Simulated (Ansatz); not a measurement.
Reaction (formal hydrolysis of a C–C bond): `CCCC#N` + H₂O → `N#CO` + `CCC`

Program: Ansatz. Geometries: PBE0-D4/def2-TZVP. ΔE: electronic, gas phase. CBS: MP2 limit from def2 TZ/QZ plus the TZ coupled-cluster correction, frozen cores. This one scheme is used for every species. DFT in def2-TZVPP. Each species was taken in one conformer, which may not be the lowest.

Is it downhill or uphill in electronic energy at CCSD(T)/CBS, and by how much? (An estimate is asked.)

Computed: Uphill: ΔE = +21.8 kcal/mol.

What do these levels give: CAM-B3LYP-D4, PBE-QIDH, LC-ωPBE, CCSD/def2-TZVPP, SCS-MP2/def2-QZVPP, MP2/CBS(def2)? (Best estimate.)

Computed: CAM-B3LYP-D4 18.1, PBE-QIDH 19.3, LC-ωPBE 18.0, CCSD/def2-TZVPP 20.4, SCS-MP2/def2-QZVPP 21.7, MP2/CBS(def2) 23.1 kcal/mol.

Largest T1 diagnostic among the species: 0.014.

The D4 term adds +0.9 kcal/mol with B3LYP and +0.5 kcal/mol with PBE0; it sums over pairs of atoms, weighted by their polarisabilities, and B3LYP, whose exchange is more repulsive, gets the larger term. At CCSD(T), def2-SVP lies −6.5 kcal/mol from the extrapolated value and def2-TZVPP −1.5 kcal/mol. From r2SCAN to r2SCAN0 (25 % exact exchange), in def2-TZVPP and without D4, ΔE moves by +1.0 kcal/mol.

B3LYP here is the variant with VWN-RPA as its local correlation; programs differ in this.
